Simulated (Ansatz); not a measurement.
## Multireference treatment of CH3 (charge +1), singlet

Calculated in Ansatz's Gaussian-basis code. Basis cc-pVDZ, nonrelativistic, 1 orbital frozen in the corrections. State-specific CASSCF; RHF is the lowest restricted (open-shell) Hartree–Fock solution met. Solutions may break the symmetry of the shape. Lower solutions, or ones in other orbitals, may exist.

Geometry:

```xyz
4

C     0.0000    0.0000    0.0000
H     1.0157    0.0000    0.0000
H    -0.5079    0.8797    0.0000
H    -0.5079   -0.8797    0.0000
```

(1) What do CASSCF and its corrections give against RHF in CAS(6,7), and what are the occupations?

## Answers

(1) CASSCF -1.589 eV, SC-NEVPT2 -2.897 eV; occupations 1.99, 1.98, 1.98, 0.01, 0.01, 0.01, 0.01.
